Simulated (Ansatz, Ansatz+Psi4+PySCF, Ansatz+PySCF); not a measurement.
```xyz
4

C    -0.0066    0.0075    0.0002
H     0.0009    0.0059    1.0675
H    -0.0032    0.9243   -0.5440
H     0.0026   -0.9354   -0.5466
```

Basis set: cc-pVTZ (spherical functions). Frozen core: 1 orbital. Correlation on ROHF uses semicanonical orbitals with singles. Charge 0, multiplicity 2.

Computed with Ansatz (development build ahead of 0.2.0); each method stands on the lowest determinant of its kind that the runs found.

Problem. Give the atomization energy at this shape (free ground-state atoms in the same class of orbitals less the molecule, no zero-point energy) of doublet CH3 by UHF-CCSD(T), ROHF-MP2, ROHF.

Solution.

```
     method  atomization energy
UHF-CCSD(T)     301.52 kcal/mol
   ROHF-MP2     299.98 kcal/mol
       ROHF     242.65 kcal/mol
```
